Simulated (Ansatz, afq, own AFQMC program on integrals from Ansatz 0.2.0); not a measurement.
# Si$_{2}$H$_{2}$, singlet: AFQMC among the cluster methods

```xyz
4

Si    0.0000    0.0000    1.0300
Si    0.0000    0.0000   -1.1633
H     0.0000    1.2361    1.8580
H     0.0000   -1.2361    1.8580
```

Connectivity, by distances: SiH2–Si.

Basis cc-pVDZ. Noble-gas cores (and the filled d shells of Ga–Kr and In–Xe) are frozen. AFQMC by an in-house program on the Cholesky factors that Ansatz 0.2.0 writes for its CCSD(T) run. ph-AFQMC/CISD is guided by a CISD state made of CCSD amplitudes; releasing the constraint for a short imaginary time cuts its bias at the price of noise, slowly where states lie close. Uncertainties: one standard error, sampling alone.

Determinant: RHF, the one that the program's search chose, which needn't be the lowest solution. The geometry is a point of a scan.

No full CI on the walks' own integrals is used here; CCSDT(Q) serves as the reference and is uncertain by about the last step of the cluster series.

Cautions: higher spins were not checked; restricted determinant unstable towards unrestricted (UHF 145 meV lower, ⟨S²⟩ 0.74).

```
T1 diagnostic                               : 0.0198
weight of the determinant in the CISD state : 0.837
size of the correlated space                : 10 electrons in 36 orbitals
```

| level | correlation energy (eV) |
| --- | --- |
| MP2 | -4.6556 |
| CCSD | -5.7542 |
| CCSD(T) | -5.9939 |

Q: Estimate where phaseless AFQMC with the Hartree–Fock trial lies against CCSD(T) on the same integrals.

A: 5.77 ± 2.15 mEh below CCSD(T).

Reference: CCSDT(Q), correlation energy -6.052 eV. The released energy is read at 2.40 1/Eh (meV from the phaseless value at times in 1/Eh: 4 ± 14 at 0.24, -7 ± 12 at 0.51, -4 ± 14 at 0.99, -40 ± 12 at 1.62, -34 ± 15 at 2.40).

```
         level  E − E(reference) (mEh)  share of correlation (%)
       CCSD(T)                    2.14                     99.04
         CCSDT                    0.70                     99.69
   ph-AFQMC/HF            -3.62 ± 2.15                    101.63
 ph-AFQMC/CISD             0.82 ± 0.60                     99.63
released AFQMC            -0.43 ± 0.56                    100.19
```

A walk keeps the symmetry of its determinant, which the program's search chose and which needn't be the lowest solution, so a lower state of the same spin and another symmetry isn't excluded. Released energies are given only where the last usable release times agree within the noise; a slower fall can still hide under it.
